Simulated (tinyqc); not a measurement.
Worked calculation: LCCD on RHF in the sto-3g basis, frozen core, for HF, spin multiplicity 1. Computed by tinyqc, a small Python program that keeps every step (integrals from PySCF). Settings: charge = 0, multiplicity = 1, basis = sto-3g, method = RHF, frozen orbitals = 1, energy threshold = 1e-10, iteration cap = 68, orthogonalisation = canonical, start = Wolfsberg-Helmholz matrix, DIIS depth = 6, amplitude equations = LCCD, DIIS depth for amplitudes = 6, cap on updates = 63. Command: `OMP_NUM_THREADS=1 python tinyqc.py 29689 29690 out.jsonl` (the two numbers bound the seeds that draw the settings). One thread of a shared host (Intel(R) Xeon(R) Processor @ 2.60GHz), about 0.07 s of CPU time with the checks. The early iterations of the SCF are left out here.

## One-electron integrals

Geometry (angstrom):
```
atom         x         y         z
F     0.000000  0.000000  0.000000
H     0.000000  0.000000  1.061000
```

Basis sto-3g: exponents (1/bohr^2) and contraction coefficients of normalised primitives:
```
element  l (shell)    exponent  coefficient
F            s (1)  166.679130     0.154329
F            s (1)   30.360812     0.535328
F            s (1)    8.216821     0.444635
F            s (2)    6.464803    -0.099967
F            s (2)    1.502281     0.399513
F            s (2)    0.488588     0.700115
F            p (3)    6.464803     0.155916
F            p (3)    1.502281     0.607684
F            p (3)    0.488588     0.391957
H            s (1)    3.425251     0.154329
H            s (1)    0.623914     0.535328
H            s (1)    0.168855     0.444635
```

Overlap, kinetic and nuclear-attraction integrals over the contracted functions; the nuclear repulsion is the sum of Za Zb / Rab.

nuclear repulsion = 4.48877936 hartree

overlap S, lower triangle:
```
           1F 1s     1F 2s    1F 2px    1F 2py    1F 2pz     2H 1s
1F 1s   1.000000
1F 2s   0.237990  1.000000
1F 2px  0.000000  0.000000  1.000000
1F 2py  0.000000  0.000000  0.000000  1.000000
1F 2pz  0.000000  0.000000  0.000000  0.000000  1.000000
2H 1s   0.035046  0.358314  0.000000  0.000000  0.297144  1.000000
```

kinetic energy T (hartree), lower triangle:
```
            1F 1s     1F 2s    1F 2px    1F 2py    1F 2pz     2H 1s
1F 1s   36.984577
1F 2s   -0.212858  1.037995
1F 2px   0.000000  0.000000  3.248015
1F 2py   0.000000  0.000000  0.000000  3.248015
1F 2pz   0.000000  0.000000  0.000000  0.000000  3.248015
2H 1s   -0.006711  0.064334  0.000000  0.000000  0.174076  0.760032
```

nuclear attraction V (hartree), lower triangle:
```
             1F 1s       1F 2s      1F 2px      1F 2py      1F 2pz      2H 1s
1F 1s   -77.508333
1F 2s    -9.295507  -12.038697
1F 2px    0.000000    0.000000  -11.918953
1F 2py    0.000000    0.000000    0.000000  -11.918953
1F 2pz   -0.011247   -0.138263    0.000000    0.000000  -12.000022
2H 1s    -1.405151   -3.211227    0.000000    0.000000   -2.329960  -5.606870
```

core Hamiltonian H = T + V (hartree), lower triangle:
```
             1F 1s       1F 2s     1F 2px     1F 2py     1F 2pz      2H 1s
1F 1s   -40.523756
1F 2s    -9.508364  -11.000702
1F 2px    0.000000    0.000000  -8.670938
1F 2py    0.000000    0.000000   0.000000  -8.670938
1F 2pz   -0.011247   -0.138263   0.000000   0.000000  -8.752007
2H 1s    -1.411862   -3.146894   0.000000   0.000000  -2.155884  -4.846839
```

## Two-electron integrals

Functions are numbered as in S; the eight-fold symmetry (ij|kl) = (ji|kl) = (kl|ij) leaves the list below.

Two-electron integrals (ij|kl) in chemists' order, unique and non-zero (hartree):
```
(11|11) 5.403501   (21|11) 0.841920   (21|21) 0.156299   (22|11) 1.268028
(22|21) 0.292344   (22|22) 0.926167   (31|31) 0.027998   (32|31) 0.043169
(32|32) 0.204588   (33|11) 1.264502   (33|21) 0.292403   (33|22) 0.925959
(33|33) 0.997514   (41|41) 0.027998   (42|41) 0.043169   (42|42) 0.204588
(43|43) 0.053770   (44|11) 1.264502   (44|21) 0.292403   (44|22) 0.925959
(44|33) 0.889973   (44|44) 0.997514   (51|51) 0.027998   (52|51) 0.043169
(52|52) 0.204588   (53|53) 0.053770   (54|54) 0.053770   (55|11) 1.264502
(55|21) 0.292403   (55|22) 0.925959   (55|33) 0.889973   (55|44) 0.889973
(55|55) 0.997514   (61|11) 0.125683   (61|21) 0.023141   (61|22) 0.043027
(61|33) 0.042961   (61|44) 0.042961   (61|51) 0.000949   (61|52) 0.001783
(61|55) 0.043167   (61|61) 0.003462   (62|11) 0.324120   (62|21) 0.075755
(62|22) 0.268440   (62|33) 0.264476   (62|44) 0.264476   (62|51) 0.005170
(62|52) 0.040636   (62|55) 0.276103   (62|61) 0.011386   (62|62) 0.096450
(63|31) 0.007860   (63|32) 0.046838   (63|53) 0.008517   (63|63) 0.014173
(64|41) 0.007860   (64|42) 0.046838   (64|54) 0.008517   (64|64) 0.014173
(65|11) 0.223045   (65|21) 0.052791   (65|22) 0.200233   (65|33) 0.191719
(65|44) 0.191719   (65|51) 0.011006   (65|52) 0.075517   (65|55) 0.217032
(65|61) 0.008261   (65|62) 0.088257   (65|65) 0.094329   (66|11) 0.486343
(66|21) 0.115530   (66|22) 0.472589   (66|33) 0.456664   (66|44) 0.456664
(66|51) 0.009710   (66|52) 0.108015   (66|55) 0.503913   (66|61) 0.017467
(66|62) 0.219682   (66|65) 0.233709   (66|66) 0.774606
```

## Orthogonalisation

S = U s U^T; canonical form X = U s^(-1/2), so that X^T S X = 1. Each column of U has its largest component positive (the first on a tie).

eigenvalues of S: 0.508367  0.846429  1.000000  1.000000  1.128089  1.517115

X:
```
                1          2          3         4          5         6
1F 1s    0.338363   0.740678   0.000000  0.000000  -0.578694  0.256302
1F 2s   -0.834494  -0.432822   0.000000  0.000000  -0.349655  0.479970
1F 2px   0.000000   0.000000  -0.187934  0.982182   0.000000  0.000000
1F 2py   0.000000   0.000000   0.982182  0.187934   0.000000  0.000000
1F 2pz  -0.556199   0.592946   0.000000  0.000000   0.601694  0.300211
2H 1s    0.920248  -0.306449   0.000000  0.000000   0.259371  0.522453
```

Within a degenerate level the vectors are fixed only up to a rotation; this is one choice.

## Iteration 6 (converged): orbitals

converged F (hartree), lower triangle:
```
             1F 1s      1F 2s     1F 2px     1F 2py     1F 2pz      2H 1s
1F 1s   -25.903575
1F 2s    -6.623816  -3.028657
1F 2px    0.000000   0.000000  -0.462000
1F 2py    0.000000   0.000000   0.000000  -0.462000
1F 2pz   -0.019713  -0.056344   0.000000   0.000000  -0.282646
2H 1s    -0.993103  -0.891111   0.000000   0.000000  -0.510230  -0.427491
```

Diagonalise F' = X^T F X, C = X C', fill 5 alpha and 5 beta electrons from the bottom; D = 2 C_occ C_occ^T. Each column has its largest component positive (the first on a tie).

F' = X^T F X (hartree), lower triangle:
```
           1           2          3          4           5          6
1  -0.556006
2  -3.101630  -10.259291
3   0.000000    0.000000  -0.462000
4   0.000000    0.000000   0.000000  -0.462000
5   2.485275   10.311707   0.000000   0.000000  -11.518770
6  -1.228324   -5.991088   0.000000   0.000000    6.750733  -5.063396
```

orbital energies (hartree): MO1 -25.913093, MO2 -1.436373, MO3 -0.540814, MO4 -0.462000, MO5 -0.462000, MO6 0.492817

coefficients C:
```
              MO1        MO2        MO3        MO4       MO5        MO6
1F 1s    0.994854  -0.254211   0.067065   0.000000  0.000000   0.069394
1F 2s    0.021446   0.970595  -0.348290   0.000000  0.000000  -0.415359
1F 2px   0.000000   0.000000   0.000000   0.975928  0.218093   0.000000
1F 2py   0.000000   0.000000   0.000000  -0.218093  0.975928   0.000000
1F 2pz   0.002023   0.052380   0.690203   0.000000  0.000000  -0.796227
2H 1s   -0.004318   0.128932   0.562155   0.000000  0.000000   0.973826
```

D after iteration 6, lower triangle:
```
            1F 1s      1F 2s    1F 2px    1F 2py    1F 2pz     2H 1s
1F 1s    2.117712
1F 2s   -0.497518   2.127642
1F 2px   0.000000   0.000000  2.000000
1F 2py   0.000000   0.000000  0.000000  2.000000
1F 2pz   0.069972  -0.379016  0.000000  0.000000  0.958255
2H 1s    0.001259  -0.141490  0.000000  0.000000  0.789492  0.665322
```

Within a degenerate level the vectors are fixed only up to a rotation; this is one choice.

## Convergence

Stop when the energy changes by less than 1e-10 hartree and every element of the error matrix X^T (F D S - S D F) X is below 3e-06.

Course of the cycle:
```
iteration   E (hartree)     change  largest element of the error matrix
1          -98.26954955          -                             6.56e-01
2          -98.54425962  -2.75e-01                             1.46e-01
3          -98.56085855  -1.66e-02                             1.61e-02
4          -98.56102863  -1.70e-04                             1.99e-03
5          -98.56103093  -2.31e-06                             4.28e-06
6          -98.56103093  -9.90e-12                             1.12e-07
```

PySCF RHF in the same basis = -98.56103093 hartree

Converged in 6 iterations.

## Integrals over molecular orbitals

(pq|rs) = sum C_ip C_jq C_kr C_ls (ij|kl), one index at a time.

one-electron integrals over orbitals h = C^T H C (hartree), lower triangle:
```
            1          2          3          4          5          6
1  -40.505993
2    0.712689  -9.132456
3   -0.178642   0.551498  -7.255206
4    0.000000   0.000000   0.000000  -8.670938
5    0.000000   0.000000   0.000000   0.000000  -8.670938
6   -0.189293   1.011701   2.043171   0.000000   0.000000  -6.081889
```

Two-electron integrals over orbitals (pq|rs), unique and non-zero (hartree); the lowest 1 orbital is frozen and left out:
```
(22|22) 0.861369    (32|22) -0.035391   (32|32) 0.149842    (33|22) 0.729538
(33|32) -0.031777   (33|33) 0.724524    (42|42) 0.184945    (43|42) -0.036628
(43|43) 0.041882    (44|22) 0.885728    (44|32) -0.075014   (44|33) 0.721080
(44|44) 0.997514    (52|52) 0.184945    (53|52) -0.036628   (53|53) 0.041882
(54|54) 0.053770    (55|22) 0.885728    (55|32) -0.075014   (55|33) 0.721080
(55|44) 0.889973    (55|55) 0.997514    (62|22) -0.111266   (62|32) -0.060605
(62|33) -0.028976   (62|44) -0.109150   (62|55) -0.109150   (62|62) 0.093657
(63|22) -0.197571   (63|32) 0.091645    (63|33) -0.110033   (63|44) -0.218397
(63|55) -0.218397   (63|62) 0.048883    (63|63) 0.201229    (64|42) -0.036522
(64|43) -0.018400   (64|64) 0.030436    (65|52) -0.036522   (65|53) -0.018400
(65|65) 0.030436    (66|22) 0.663360    (66|32) 0.060167    (66|33) 0.664006
(66|44) 0.640816    (66|55) 0.640816    (66|62) -0.062019   (66|63) -0.019437
(66|66) 0.699814
```

## LCCD: starting amplitudes

t_ij^ab = <ij||ab> / (e_i + e_j - e_a - e_b), whose energy is MP2.

Starting amplitudes (spin orbitals 1a, 1b, ...; amplitudes related by a flip of all spins are not repeated):
```
from      to          t
3a 3b  6a 6b  -0.097341
2a 2b  6a 6b  -0.024274
2a 3b  6a 6b  -0.016499
4a 4b  6a 6b  -0.015938
5a 5b  6a 6b  -0.015938
```

correlation energy = -0.02444434 hartree

## LCCD: amplitude update 1

t_ij^ab D_ij^ab are set to the remaining terms of the spin-orbital equations, evaluated with the old amplitudes; for the doubles these are <ij||ab> + 1/2 <ab||ef> t_ij^ef + 1/2 <mn||ij> t_mn^ab + P(ij)P(ab) <mb||ej> t_im^ae, D the orbital-energy denominators (linear CCD).

Amplitudes after update 1 (spin orbitals 1a, 1b, ...; amplitudes related by a flip of all spins are not repeated):
```
from      to          t
3a 3b  6a 6b  -0.135629
2a 2b  6a 6b  -0.025572
2a 3b  6a 6b  -0.025507
4a 4b  6a 6b  -0.018356
5a 5b  6a 6b  -0.018356
```

correlation energy = -0.03329848 hartree

## LCCD: convergence

E_corr = 1/4 sum <ij||ab> t_ij^ab; stop when the norm of the change is below 1e-8.

Course of the amplitude iterations:
```
update  correlation energy (hartree)  norm of the change
0                        -0.02444434                   -
1                        -0.03329848            8.10e-02
2                        -0.03683872            3.40e-02
3                        -0.03940384            1.45e-02
4                        -0.03940102            3.16e-04
5                        -0.03940011            2.68e-05
6                        -0.03940011            2.00e-06
7                        -0.03940011            1.45e-14
```

Converged amplitudes (spin orbitals 1a, 1b, ...; amplitudes related by a flip of all spins are not repeated):
```
from      to          t
3a 3b  6a 6b  -0.163771
2a 3b  6a 6b  -0.031919
2a 2b  6a 6b  -0.023377
4a 4b  6a 6b  -0.018640
5a 5b  6a 6b  -0.018640
```

LCCD total energy = -98.60043104 hartree

Converged in 7 updates, with DIIS from the third.
